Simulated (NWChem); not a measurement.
All runs are NWChem calculations. System: Na (+1), charge 1, spin multiplicity 1. Level: CCSD(T)/STO-3G, 1 core orbitals frozen.

NWChem printed:

```
             Northwest Computational Chemistry Package (NWChem) 7.3.0
             --------------------------------------------------------

                                NWChem Input Module
                                -------------------

 Scaling coordinates for geometry "geometry" by  1.889725989
 (inverse scale =  0.529177249)

                             Geometry "geometry" -> ""
                             -------------------------

 Output coordinates in angstroms (scale by  1.889725989 to convert to a.u.)

  No.       Tag          Charge          X              Y              Z
 ---- ---------------- ---------- -------------- -------------- --------------
    1 Na                  11.0000     0.00000000     0.00000000     0.00000000

 Effective nuclear repulsion energy (a.u.)       0.0000000000

            Nuclear Dipole moment (a.u.)
            ----------------------------
        X                 Y               Z
 ---------------- ---------------- ----------------
     0.0000000000     0.0000000000     0.0000000000

      Symmetry information
      --------------------

 Group name             D2h
 Group number             26
 Group order               8
 No. of unique centers     1

      Symmetry unique atoms

     1


 Summary of "ao basis" -> "" (spherical)
 ------------------------------------------------------------------------------
       Tag                 Description            Shells   Functions and Types
 ---------------- ------------------------------  ------  ---------------------
 *                           sto-3g                   on all atoms

 Summary of "ao basis" -> "ao basis" (spherical)
 ------------------------------------------------------------------------------
       Tag                 Description            Shells   Functions and Types
 ---------------- ------------------------------  ------  ---------------------
 Na                          sto-3g                  5        9   3s2p

                                 NWChem SCF Module
                                 -----------------

  ao basis        = "ao basis"
  functions       =     9
  atoms           =     1
  closed shells   =     5
  open shells     =     0
  charge          =   1.00
  wavefunction    = RHF
  use symmetry    = T
  symmetry adapt  = T

 Summary of "ao basis" -> "ao basis" (spherical)
 ------------------------------------------------------------------------------
       Tag                 Description            Shells   Functions and Types
[...]
-------------------------------------------------------------------------

 -----------
 CCSD Energy
 -----------
 Reference energy:            -159.784615719861904
 CCSD corr. energy:             -0.039112456485929
 Total CCSD energy:           -159.823728176347828

 --------------------------------
 Spin Component Scaled (SCS) CCSD
 --------------------------------
 Same spin contribution:                 -0.010175744845326
 Same spin scaling factor:                1.130000000000000
 Opposite spin contribution:             -0.028936711640603
 Opposite spin scaling fact.:             1.270000000000000
 SCS-CCSD correlation energy:            -0.048248215458784
 Total SCS-CCSD energy:                -159.832863935320688
 memory            104856796

*********triples calculation*********

nkpass=    1; nvpass=    1; memdrv=            916; memtrn=         145025; memavail=      104856764
 memory available/node                      104856764
 total number of virtual orbitals         4
 number of virtuals per integral pass     4
 number of integral evaluations           1
 number of occupied per triples pass      4
 number of triples passes                 1

 commencing integral evaluation        1 at           0.02
  symmetry use  T
task         2 out of        15 done  13%  at       0.0 secs
task         3 out of        15 done  20%  at       0.0 secs
task         4 out of        15 done  26%  at       0.0 secs
task         5 out of        15 done  33%  at       0.0 secs
task         6 out of        15 done  40%  at       0.0 secs
task         7 out of        15 done  46%  at       0.0 secs
task         8 out of        15 done  53%  at       0.0 secs
task         9 out of        15 done  60%  at       0.0 secs
task        10 out of        15 done  66%  at       0.0 secs
task        11 out of        15 done  73%  at       0.0 secs
task        12 out of        15 done  80%  at       0.0 secs
task        13 out of        15 done  86%  at       0.0 secs
task        14 out of        15 done  93%  at       0.0 secs
task        15 out of        15 done 100%  at       0.0 secs
task        16 out of        15 done 106%  at       0.0 secs
 commencing triples evaluation - blocking       1
 ccsd(t): done        1 out of        4 progress:   25.0%
 ccsd(t): done        2 out of        4 progress:   50.0%
 ccsd(t): done        3 out of        4 progress:   75.0%
 ccsd(t): done        4 out of        4 progress:  100.0%
 Time for integral evaluation pass     1        0.00
 Time for triples evaluation pass      1        0.00

 pseudo-e(mp4)  -0.18784596413094E-02
 pseudo-e(mp5)   0.24319839250106E-03
        e(t)    -0.16352612488084E-02

 --------------
 CCSD(T) Energy
 --------------
 Reference energy:                    -159.784615719861904

 CCSD corr. energy:                     -0.039112456485929
 T(CCSD) corr. energy:                  -0.001878459641309
 Total CCSD+T(CCSD) energy:           -159.825606635989146

 CCSD corr. energy:                     -0.039112456485929
 (T) corr. energy:                      -0.001635261248808
 Total CCSD(T) energy:                -159.825363437596650

 routine      calls  cpu(0)   cpu-min  cpu-ave  cpu-max   i/o
 aoccsd          1     0.00     0.00     0.00     0.00    0.00
 iterdrv         1     0.00     0.00     0.00     0.00    0.00
 pampt           5     0.00     0.00     0.00     0.00    0.00
 t2pm            5     0.00     0.00     0.00     0.00    0.00
 sxy             5     0.00     0.00     0.00     0.00    0.00
 ints         1125     0.01     0.01     0.01     0.01    0.00
 t2eri          75     0.00     0.00     0.00     0.00    0.00
 idx2           75     0.00     0.00     0.00     0.00    0.00
 idx34           5     0.00     0.00     0.00     0.00    0.00
 ht2pm           5     0.00     0.00     0.00     0.00    0.00
 itm             5     0.00     0.00     0.00     0.00    0.00
 pdiis           5     0.00     0.00     0.00     0.00    0.00
 triples         1     0.00     0.00     0.00     0.00    0.00
 rdtrpo          1     0.00     0.00     0.00     0.00    0.00
 trpmos          1     0.00     0.00     0.00     0.00    0.00
 trpdrv          1     0.00     0.00     0.00     0.00    0.00
 dovvv         320     0.00     0.00     0.00     0.00    0.00
 doooo         320     0.00     0.00     0.00     0.00    0.00
 tengy         256     0.00     0.00     0.00     0.00    0.00
 Total                 0.02     0.02     0.02     0.02    0.00

 Task  times  cpu:        0.1s     wall:        0.1s

 Total times  cpu:        0.1s     wall:        0.1s
```

**Question.** Write an NWChem input that would produce this output.

**Answer.** Several could match; the one computed here: 
```
start mol
memory heap 100 mb stack 700 mb global 1900 mb
charge 1
geometry units angstroms nocenter noautoz
  Na     0.000000     0.000000     0.000000
  symmetry group D2h
end
basis spherical
  * library sto-3g
end
scf
  rhf
  nopen 0
  maxiter 100
  thresh 1e-7
  semidirect memsize 60000000 filesize 0
end
ccsd
  freeze core 1
  maxiter 60
end
task ccsd(t) energy
```
